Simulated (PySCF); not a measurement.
**Substituent effects on chemical shifts**

Parent skeleton `[cH:1]1[cH:2][cH:3][s:4][cH:5]1`; one hydrogen on atom 1 is replaced by X. Hydrogens on one atom are averaged.

Relativity neglected, no solvent, one computed conformer. Shielding tensors at PBE0/pcSseg-1 (GIAO); coordinates at the PBE0-D3(BJ)/def2-SVP level; PySCF.

Scale: TMS for $^{13}$C (σ = 184.41 ppm), $^{1}$H (σ = 31.27 ppm); CS2 for $^{33}$S (σ = 495.66 ppm) (reference shieldings calculated alike).

Parent (X = H): C1 131.4, C2 131.4, C3 132.8, S4 220.6, C5 132.8, H(C2) 7.19, H(C3) 7.17, H(C5) 7.17 ppm. Effects are Δδ = δ(X) − δ(H), positive for deshielding.

Q: Order these by the shift of C5, most shielded first.
A. X = B(OMe)2
B. X = BCl2
C. X = C2H5
D. X = 4-pyridyl
E. X = BH2
F. X = 2-thienyl

A: F (-8.2 ppm), C (-4.7 ppm), D (-2.2 ppm), A (+8.9 ppm), B (+20.6 ppm), E (+26.7 ppm).

Q: Order these by the shift of C1, most shielded first.
A. X = C2H5
B. X = 2-thienyl
C. X = 4-pyridyl
D. X = BH2
E. X = CH2SiH3
F. X = OiPr

A: B (+7.9 ppm), E (+11.7 ppm), C (+14.4 ppm), A (+18.2 ppm), D (+21.5 ppm), F (+29.5 ppm).

Q: Order these by the shift of H(C2), most shielded first.
A. X = N=CH2
B. X = C2H5
C. X = OiPr
D. X = BCl2
E. X = 2-thienyl

A: C (-0.45 ppm), B (-0.16 ppm), A (+0.01 ppm), E (+0.26 ppm), D (+0.61 ppm).
